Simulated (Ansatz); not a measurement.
C2H3Si (`C#C[SiH2]`) radical. The species carries charge 0 and has multiplicity 2.

```
atom   x (Å)   y (Å)   z (Å)
  C1   0.327   0.121  -1.693
  C2   0.103   0.115  -0.504
 Si3  -0.218   0.266   1.264
  H4   0.524   0.113  -2.741
  H5  -1.577  -0.220   1.610
  H6   0.842  -0.395   2.065
```

(1) Give the diagnostics of a CCSD(T)/def2-TZVPP run (frozen core, the Gaussian-basis code of Ansatz). (Estimate.)

Results:

(1) The calculation gave: T1 = 0.0296, largest single amplitude 0.057, largest double 0.060, (T) share of the correlation energy 4.8 %, 12 CCSD cycles. ⟨S²⟩ of the UHF reference is 0.847 against 0.75 for a pure state. T1 lies under the customary mark of 0.045 for open shells.
